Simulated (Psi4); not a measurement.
# One shape, several levels: triplet HF

Aim: a comparison of 3 runs (UHF/STO-3G, UB3LYP/6-31G*) of triplet HF. 

The calculation is run with Psi4 1.11.

## (1) The molecule

HF has 2 atoms, charge 0, and is taken as a triplet. As SMILES of the parent species, `F`. The coordinates come from a PBE0-D4/def2-TZVP relaxation. That shape belongs to the parent species and isn't relaxed for this state.

Bond lengths: F1–H2 0.920 Å.

## (2) A single-point energy at UHF/STO-3G (run 1)

File fh.inp:

```
memory 1.6 GB

molecule molecule1 {
  0 3
  F
  H 1 0.919961
  units angstrom
  symmetry c1
  no_reorient
  no_com
}

set reference uhf
set puream true
set e_convergence 1e-09
set d_convergence 1e-08
set scf_type pk
set maxiter 100

e_tot, wfn = energy('scf/STO-3G', return_wfn=True)
oeprop(wfn, 'LOWDIN_CHARGES', 'QUADRUPOLE', 'WIBERG_LOWDIN_INDICES', title='SCF')
print_variables()
```

Started as:

```bash
$ psi4 fh.inp fh.out -n 1
```

fh.out:

```text
[...]
  Running in c1 symmetry.
[...]
  Nuclear repulsion =    5.176953040433236
[...]
  Multiplicity = 3
[...]
  Nalpha       = 6
  Nbeta        = 4
[...]
    Number of basis functions: 6
[...]
   @UHF iter   1:   -98.16391040560740   -6.79926e-02   7.81865e-03 DIIS/ADIIS
[...]
   @UHF iter   6:   -98.16593311234057    0.00000e+00   1.48229e-12 DIIS
[...]
   @S^2 Observed:                2.000000000E+00
[...]
  @UHF Final Energy:   -98.16593311234057
   => Energetics <=
    Nuclear Repulsion Energy =              5.1769530404332356
    One-Electron Energy =                -147.7995890174347267
    Two-Electron Energy =                  44.4567028646609259
    Total Energy =                        -98.1659331123405678
  UHF NO Occupations:
  HONO-2 :    4  A 2.0000000
  HONO-1 :    5  A 1.0000000
[...]
 Multipole Moments:
 ------------------------------------------------------------------------------------
     Multipole            Electronic (a.u.)      Nuclear  (a.u.)        Total (a.u.)
 ------------------------------------------------------------------------------------
 L = 1.  Multiply by 2.5417464519 to convert [e a0] to [Debye]
 Dipole X            :         -0.0000000            0.0000000           -0.0000000
 Dipole Y            :         -0.0000000            0.0000000           -0.0000000
 Dipole Z            :         -1.3320806            0.8627081           -0.4693726
 Magnitude           :                                                    0.4693726
 L = 2.  Multiply by 1.3450342976 to convert [e a0^2] to [Debye ang]
 Quadrupole XX       :         -3.6182759            0.0000000           -3.6182759
 Quadrupole XY       :         -0.1144808            0.0000000           -0.1144808
[...]
```

Wall time 4.8 s (1 thread of Intel Xeon at 2.50GHz (Skylake/Cascade Lake), shared host); peak memory 0.18 GiB.

## (3) Energy and gradient at UB3LYP/6-31G(d) (spherical functions) (run 2)

File input.json:

```json
{
  "schema_name": "qcschema_input",
  "schema_version": 1,
  "molecule": {
    "schema_name": "qcschema_molecule",
    "schema_version": 2,
    "symbols": ["F", "H"],
    "geometry": [-0.73699319, 0.2732544, -0.37114221, 0.73699319, -0.2732544, 0.37114221],
    "molecular_charge": 0,
    "molecular_multiplicity": 3,
    "fix_symmetry": "c1"
  },
  "driver": "gradient",
  "model": {
    "method": "b3lyp",
    "basis": "6-31G*"
  },
  "keywords": {
    "reference": "uks",
    "puream": true,
    "e_convergence": 1e-09,
    "d_convergence": 1e-08,
    "scf_type": "pk",
    "dft_radial_points": 99,
    "dft_spherical_points": 590,
    "maxiter": 100
  }
}
```

Started as:

```bash
$ psi4 --qcschema input.json -n 1 --memory 1600MB
```

stdout:

```text
[...]
  Running in c1 symmetry.
[...]
  Nuclear repulsion =    5.176952304055543
[...]
  Multiplicity = 3
[...]
  Nalpha       = 6
  Nbeta        = 4
[...]
    Number of basis functions: 16
[...]
   @UKS iter   1:  -100.02707927239645    1.84089e-01   8.37971e-03 DIIS/ADIIS
[...]
   @UKS iter   9:  -100.03447253627567   -8.52651e-14   6.80760e-10 DIIS
[...]
   @S^2 Observed:                2.001142396E+00
[...]
    Orbital Energies [Eh]
    ---------------------
    Alpha Occupied:
       1A    -24.936832     2A     -1.419870     3A     -0.729705
       4A     -0.695236     5A     -0.604373     6A     -0.055605
    Alpha Virtual:
       7A      0.744928     8A      0.954678     9A      1.009795
      10A      1.068002    11A      1.476714    12A      1.594952
      13A      1.641793    14A      1.653576    15A      1.655967
      16A      2.498027
    Beta Occupied:
[...]
  @UKS Final Energy:  -100.03447253627567
   => Energetics <=
    Nuclear Repulsion Energy =              5.1769523040555434
    One-Electron Energy =                -148.3138481777215247
    Two-Electron Energy =                  51.7758860727700920
    DFT Exchange-Correlation Energy =      -8.6734627353797578
    Empirical Dispersion Energy =           0.0000000000000000
    VV10 Nonlocal Energy =                  0.0000000000000000
    Total Energy =                       -100.0344725362756577
[...]
  -Total Gradient:
     Atom            X                  Y                   Z
    ------   -----------------  -----------------  -----------------
       1       -0.000000000000     0.000000000000     0.305462600937
       2        0.000000000000     0.000000000000    -0.305462692882
[...]
```

The result, in JSON:

```text
{
 "driver": "gradient",
 "model": {
  "method": "b3lyp",
  "basis": "6-31G*"
 },
 "success": true,
 "return_result": [-5.1250028106192054e-14, 5.099926191500039e-14, 0.30546260093711985, 3.9277589247209404e-16, 1.1707632784932318e-16, -0.30546269288232086],
 "properties": {
  "calcinfo_nbasis": 16,
  "calcinfo_nmo": 16,
  "calcinfo_nalpha": 6,
  "calcinfo_nbeta": 4,
  "calcinfo_natom": 2,
  "nuclear_repulsion_energy": 5.176952304055543,
  "return_energy": -100.03447253627567,
  "return_gradient": [-5.1250028106192054e-14, 5.099926191500039e-14, 0.30546260093711985, 3.9277589247209404e-16, 1.1707632784932318e-16, -0.30546269288232086],
  "scf_one_electron_energy": -148.31384817772152,
  "scf_two_electron_energy": 51.77588607277009,
  "scf_xc_energy": -8.673462735379758,
  "scf_dipole_moment": [-8.690293326713293e-17, -2.782502750101581e-17, -0.8916773618216419],
  "scf_total_energy": -100.03447253627567,
  "scf_total_gradient": [-5.1250028106192054e-14, 5.099926191500039e-14, 0.30546260093711985, 3.9277589247209404e-16, 1.1707632784932318e-16, -0.30546269288232086],
  "scf_iterations": 9
 }
}
```

It took 11 s on 1 thread of Intel Xeon at 2.50GHz (Skylake/Cascade Lake), shared host; peak memory 0.26 GiB.

## (4) Energy and forces at UB3LYP/6-31G(d) (Cartesian functions) (run 3)

File job.inp:

```
memory 1600 mb

molecule {
  0 3
  F
  H 1 0.919961
  symmetry c1
}

set globals {
  reference uks
  puream false
  e_convergence 1e-09
  d_convergence 1e-08
  scf_type pk
  dft_radial_points 99
  dft_spherical_points 590
  maxiter 100
}

E, wfn = gradient("b3lyp/6-31G*", return_wfn=True)
oeprop(wfn, "QUADRUPOLE", "MULLIKEN_CHARGES", "WIBERG_LOWDIN_INDICES")
```

Started as:

```bash
$ psi4 job.inp job.out -n 1
```

job.out:

```text
[...]
  Running in c1 symmetry.
[...]
  Nuclear repulsion =    5.176953040433236
[...]
  Multiplicity = 3
[...]
  Nalpha       = 6
  Nbeta        = 4
[...]
    Number of basis functions: 17
[...]
   @UKS iter   1:  -100.02925748977326    1.82485e-01   8.05566e-03 DIIS/ADIIS
[...]
   @UKS iter   9:  -100.03705880508426   -1.13687e-13   8.69583e-10 DIIS
[...]
   @S^2 Observed:                2.001165505E+00
[...]
  @UKS Final Energy:  -100.03705880508426
   => Energetics <=
    Nuclear Repulsion Energy =              5.1769530404332356
    One-Electron Energy =                -148.2969337851637874
    Two-Electron Energy =                  51.7508930408793262
    DFT Exchange-Correlation Energy =      -8.6679711012330181
    Empirical Dispersion Energy =           0.0000000000000000
    VV10 Nonlocal Energy =                  0.0000000000000000
    Total Energy =                       -100.0370588050842429
[...]
  -Total Gradient:
     Atom            X                  Y                   Z
    ------   -----------------  -----------------  -----------------
       1        0.000000000000    -0.000000000000     0.302891380179
       2        0.000000000000     0.000000000000    -0.302891469261
[...]
  Mulliken Charges: (a.u.)
   Center  Symbol    Alpha    Beta     Spin     Total
       1     F     4.79129  3.84896  0.94233  0.35976
       2     H     1.20871  0.15104  1.05767 -0.35976
   Total alpha =  6.00000, Total beta =  4.00000, Total charge = -0.00000
  Wiberg Bond Indices using Orthogonal Lowdin Orbitals:
  Total Bond Index:
  Irrep: 1 Size: 2 x 2
                 1                   2
[...]
```

It took 11 s on 1 thread of Intel Xeon at 2.50GHz (Skylake/Cascade Lake), shared host; peak memory 0.26 GiB.

## (5) Overview of the runs

```
run                                level      task         integration grid  energy (Eh)  dipole moment (D)  HOMO energy (eV)   ⟨S²⟩  wall time
  1                           UHF/STO-3G    energy                        –   -98.165933               1.19              0.28  2.000      4.8 s
  2  UB3LYP/6-31G* (spherical functions)  gradient  99 radial × 590 angular  -100.034473               2.27             -1.51  2.001       11 s
  3  UB3LYP/6-31G* (Cartesian functions)  gradient  99 radial × 590 angular  -100.037059               2.33             -1.53  2.001       11 s
```

## (6) Outcome

| quantity | value |
| --- | --- |
| run 3: total energy | -100.03706 Eh |
| run 3: dipole moment | 2.33 D |
| run 3: HOMO energy (highest over α and β) | -1.53 eV |
| run 3: ⟨S²⟩ | 2.001 |
| run 3: largest force on an atom | 15.575 eV/Å |

What this shows: The dipole moment (its size) runs from 1.19 D (UHF/STO-3G) to 2.33 D (UB3LYP/6-31G*). The two ends differ in method and basis. In run 1 the basis is minimal, so the values are rough. All runs together took 27 s, the longest 11 s.
